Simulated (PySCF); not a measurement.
**Dipole moment and polarisability of `C#CC=C1C=C1`**

C₆H₄.
Structure used (GFN2-xTB), in Å, numbered top down from 1:
```
atom  x, y, z in Å
C1     2.6821    0.4029    0.3810
C2     1.6776   -0.1387    0.0068
C3     0.5133   -0.7958   -0.4470
C4    -0.6830   -0.2392   -0.3895
C5    -1.5812    0.8486   -0.0622
C6    -2.1140   -0.2357   -0.6062
H7     3.5557    0.8788    0.7121
H8     0.6426   -1.7923   -0.8492
H9    -1.7085    1.8252    0.3379
H10   -2.9758   -0.7492   -0.9590
```

Level: PBE0/def2-SVPD (PySCF), static field, nuclei fixed, core orbitals frozen in the response. The polarisability tensor in these axes (au):

```
x   107.74   1.60  10.64
y     1.60  57.54   7.34
z    10.64   7.34  45.49
```

Q: What are the eigenvalues, a third of the trace, and Δα (Δα² = ½Σ(αi − αj)² over the three pairs)?

A: Principal values 40.80, 60.32 and 109.66 au; mean 70.26 au = 10.41 Å³ = 11.58 × 10⁻⁴⁰ C²·m²/J; Δα = 61.47 au (87 % of the mean).

Q: What is the dipole moment, and where does it point?

A: (-3.20, 0.60, -0.22) D, 3.27 D in size, pointing from the negative to the positive side. Measured along this direction, the outermost atoms are H7 at the negative end and H10 at the positive end.

Q: Find the Langevin capture rate constant for H3+ (3.023 u) meeting this molecule (76.031 u), k = 2.342 × 10⁻⁹ cm³/s × √(α in Å³ / reduced mass in u).

A: The reduced mass is 2.91 u, so k = 4.43 × 10⁻⁹ cm³/s. The formula leaves out the permanent dipole, which adds to the capture rate.

Q: What molar refraction does this α imply?

A: Lorentz–Lorenz: R = (4π/3)N_A α = 2.5225 cm³/(mol·Å³) × 10.41 Å³ = 26.3 cm³/mol, in the limit of long wavelengths.

Q: Form Σ f/ω² (atomic units) for the 8 lowest TDDFT singlets, given as eV and f, and set it beside the mean polarisability, which is this sum over all singlets: 3.85, 0.0066; 5.57, 0.0002; 5.62, 0.0001; 5.71, 0.4658; 5.85, 0.0051; 6.15, 0.0002; 6.27, 0.0040; 6.39, 0.0000.

A: They add up to 11.12 au, 15.8 % of the 70.26 au; the largest single term is 10.59 au, from the state at 5.71 eV. Terms in order: 0.33, 0.00, 0.00, 10.59, 0.11, 0.00, 0.08, 0.00 au. Higher excitations give the rest. The strengths listed sum to 0.482.

Q: What depolarisation ratio follows for Rayleigh scattering of linearly polarised light, taking the static tensor?

A: ρ = 3Δα²/(45ᾱ² + 4Δα²) = 11335.3/(222124 + 15113.7) = 0.0478.

Isolated species at its GFN2-xTB geometry, gas phase.
